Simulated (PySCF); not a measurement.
Compound: glyoxal, C2H2O2.
Z-matrix (Å and degrees, PBE0-D3(BJ)/def2-SVP geometry), rows numbered from 1:
```
O 
C   1  1.1994
C   2  1.5201  1  121.84
O   3  1.1993  2  121.66  1  -179.99
H   2  1.1188  1  123.91  3  -179.95
H   3  1.1188  2  114.31  1     0.04
```

The closed-shell ground state was solved at several levels (PySCF, density fitting, gas phase, non-relativistic). The dipole stays under 0.02 D at every level.

| level | basis functions | total energy (Eh) | HOMO (eV) | LUMO (eV) | gap (eV) |
| --- | --- | --- | --- | --- | --- |
| PBE0/pcSseg-1 | 78 | -227.5489 | -7.84 | -3.14 | 4.70 |
| B3LYP/pcJ-1 | 128 | -227.8297 | -7.63 | -3.39 | 4.24 |
| B3LYP/def2-SVPD | 102 | -227.6691 | -7.78 | -3.55 | 4.23 |
| PBE0/def2-TZVP | 136 | -227.6612 | -7.86 | -3.16 | 4.70 |
| wB97X-D/def2-SVPD | 102 | -227.5885 | -9.90 | -1.37 | 8.53 |

Task: Estimate the row for CAM-B3LYP/def2-SVPD, a basis of 102 functions; the other rows only guide the guess.

Result: Total energy -227.5771 Eh, HOMO -9.47 eV, LUMO -2.05 eV, gap 7.42 eV.

One conformer stands for the species.

The pairwise dispersion term of wB97X-D wasn't added to the energies; at a given geometry it leaves orbitals and properties as they are.
